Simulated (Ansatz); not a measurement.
## CH, doublet: the ladder up to full CI

Geometry: a point of a stretch scan, not a stationary point.

```xyz
2

C     0.0000    0.0000    0.0000
H     0.0000    0.0000    1.3630
```

Basis cc-pVTZ; Ansatz 0.2.0. Correlated methods freeze the noble-gas cores, which leaves 5 electrons in 43 orbitals. R marks a restricted (for open shells ROHF) determinant, U an unrestricted one. Active spaces: pair = (3e, 3o) about the gap; valence = (5e, 5o) chosen from the atoms' valence shells.

Full CI is exact within this basis and frozen core; it isn't the basis-set limit. The frozen core follows each run's orbitals, which can shift R against U totals by a few meV.

For open shells CISD is restricted-active-space CI with the open shells as a complete middle space.

The UHF ⟨S²⟩ is 1.035, the T1 diagnostic (RCCSD) is 0.0197 and the largest doubles amplitude (RCCSD) is 0.076.

```
   level  E − E(RHF) (eV)
    RMP2          -2.9595
   RCCSD          -3.6801
RCCSD(T)          -3.7862
```

(1) Estimate how far full CI in cc-pVTZ lies from RCCSD(T). The table doesn't fix it; the size of (T) and the diagnostics are the guide.

(1) Full CI in cc-pVTZ lies 0.83 mEh below RCCSD(T), which is 21 % of the (T) step (-3.90 mEh). The diagnostics are small and one determinant leads, so the series closes fast and only a small part of (T) is left.

The other levels:

| level | E − E(full CI) (mEh) | share of correlation (%) | wall time |
| --- | --- | --- | --- |
| CISD | 8.47 | 93.95 | 0.66 s |
| BCCD(T) | 0.85 | 99.39 | 0.9 s |
| RCCSDT | 0.12 | 99.92 | – |
| RCCSDT(Q) | 0.02 | 99.99 | 10 s |
| CASSCF (pair space) | 112.93 | 19.32 | – |
| MRCISD (pair space) | 5.70 | 95.93 | – |
| MRCISD+Q (pair space) | -0.81 | 100.58 | 0.9 s |
| CASSCF (valence space) | 88.92 | 36.47 | – |
| NEVPT2 (valence space) | 19.95 | 85.75 | 0.3 s |
| MRCISD (valence space) | 3.66 | 97.38 | – |
| MRCISD+Q (valence space) | 0.43 | 99.70 | 0.66 s |
| MRCISD+Q(relaxed) (valence space) | -0.68 | 100.49 | 0.75 s |

The correlation energy at full CI, counted from RHF, is -3.809 eV. That run took 43 s on 1 thread of Arm Neoverse V1, shared host over 2,785,730 determinants.

Run but not shown, since their state or frozen core can't be matched to the reference's or they repeat it: UHF, UMP2, UCCSD, UCCSD(T), UCCSDT, UCCSDT(Q).

Times hold each run's SCF and search for its determinant on a shared host, so for small cases they say little of a method's own cost; they ran on 1 thread of Arm Neoverse V1.

More than 5 meV below full CI, which no variational method can be: MRCISD+Q (pair space), MRCISD+Q(relaxed) (valence space).

The full-CI state has the irrep B1 of C2v, in the program's axes (one component, if the state is degenerate).

Natural occupations of full CI about the gap: 1.940 1.905 0.988 0.057 0.053 0.011 0.010 0.007 0.006 0.006; effectively unpaired electrons, Σ n²(2−n)², 1.07.
